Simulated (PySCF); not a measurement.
Species: thionylimide, HNOS.
SMILES: `N=S=O`

The closed-shell ground state was solved at several levels (PySCF, density fitting, gas phase, non-relativistic). Isolated species at its PBE0-D3(BJ)/def2-SVP geometry, gas phase.

```json
{"level": "B3LYP/def2-TZVP", "basis functions": "105", "total energy (Eh)": "-528.8221", "HOMO (eV)": "-8.66", "LUMO (eV)": "-3.07", "gap (eV)": "5.59", "dipole (D)": "0.83"}
{"level": "B3LYP/6-31G*", "basis functions": "48", "total energy (Eh)": "-528.6964", "HOMO (eV)": "-8.32", "LUMO (eV)": "-2.75", "gap (eV)": "5.57", "dipole (D)": "0.76"}
{"level": "B3LYP/def2-SVPD", "basis functions": "78", "total energy (Eh)": "-528.5162", "HOMO (eV)": "-8.78", "LUMO (eV)": "-3.28", "gap (eV)": "5.50", "dipole (D)": "0.95"}
{"level": "PBE0/pcSseg-1", "basis functions": "63", "total energy (Eh)": "-528.3976", "HOMO (eV)": "-8.84", "LUMO (eV)": "-2.83", "gap (eV)": "6.01", "dipole (D)": "0.77"}
{"level": "B3LYP/aug-cc-pVTZ-J", "basis functions": "180", "total energy (Eh)": "-528.8358", "HOMO (eV)": "-8.77", "LUMO (eV)": "-3.20", "gap (eV)": "5.57", "dipole (D)": "0.87"}
{"level": "KT2/pcSseg-2", "basis functions": "129", "total energy (Eh)": "-533.8709", "HOMO (eV)": "-7.51", "LUMO (eV)": "-3.79", "gap (eV)": "3.72", "dipole (D)": "0.81"}
```

(1) What might B3LYP/cc-pVTZ (108 basis functions) give for the same quantities?

(2) Over all these levels, which gives the widest orbital gap and which the narrowest?

(3) How much does the basis alone move the frontier levels among the 5 B3LYP rows (the withheld one included)?

(4) How far do the dipole and the HOMO energy spread over the levels?

Answers

(1) Total energy -528.8101 Eh, HOMO -8.55 eV, LUMO -2.99 eV, gap 5.56 eV, dipole 0.83 D.

(2) PBE0/pcSseg-1 (global hybrid, 25 % exact exchange) has the widest, 6.01 eV, and KT2/pcSseg-2 (GGA) the narrowest, 3.72 eV. Functional and basis both differ between the two, so the spread mixes both effects.

(3) The HOMO by 0.46 eV and the LUMO by 0.53 eV. By rising basis size (HOMO, LUMO in eV): 6-31G* -8.32, -2.75; def2-SVPD -8.78, -3.28; def2-TZVP -8.66, -3.07; cc-pVTZ -8.55, -2.99; aug-cc-pVTZ-J -8.77, -3.20.

(4) The dipole runs from 0.76 to 0.95 D (mean 0.83 D) and the HOMO from -8.84 to -7.51 eV.
